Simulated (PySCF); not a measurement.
**Name the molecule from its bond curve**

A diatomic of charge +1 contains F. Its doublet curve at CAM-B3LYP in a double-zeta basis (no relativity, PySCF), in eV from the separated fragments:

R (Å), E (eV) and a bar:
```
    0.870     -3.253 ##########################
    0.910     -3.524 ############
    0.950     -3.681 ####
    0.981     -3.742 #
    1.011     -3.765 
    1.041     -3.757 
    1.082     -3.709 ###
    1.132     -3.606 ########
    1.193     -3.439 #################
    1.274     -3.177 ##############################
```

The fit gives ωe = 3000 cm⁻¹ and the rotational constant Bₑ = 17.02 cm⁻¹.

Problem. Which atom is the partner?

Solution. The minimum lies at 1.017 Å, so the reduced mass is 16.8576 u Å² cm⁻¹/(Bₑ·Re²) = 0.9576 u. With F at 19.00 u the partner weighs about 1.0 u: H. The molecule is HF⁺.

The state is the lowest determinant that a PBE0 search found; another state may lie lower at other levels.
